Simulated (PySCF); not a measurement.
Computed shifts of a molecule C2H4O2, PBE0/pcSseg-1 run with PySCF, GIAO, gas phase, equivalent atoms averaged, in ppm (number of nuclei): ¹³C: 167.8 (1), 54.3 (1). ¹H: 8.14 (1), 4.01 (3). References: ¹³C against TMS (σ = 186.3 ppm); ¹⁷O against H2O (σ = 334.2 ppm); ¹H against TMS (σ = 31.56 ppm), references at their B3LYP-D3(BJ)/def2-TZVP geometries, non-relativistic. The structure is a stationary point at ωB97X-D3(BJ)/def2-SVP. Other conformers were not sampled.

Problem. Identify the compound among the candidates.
A. COC=O
B. CC(=O)O
C. C1OCO1

Solution. A, COC=O
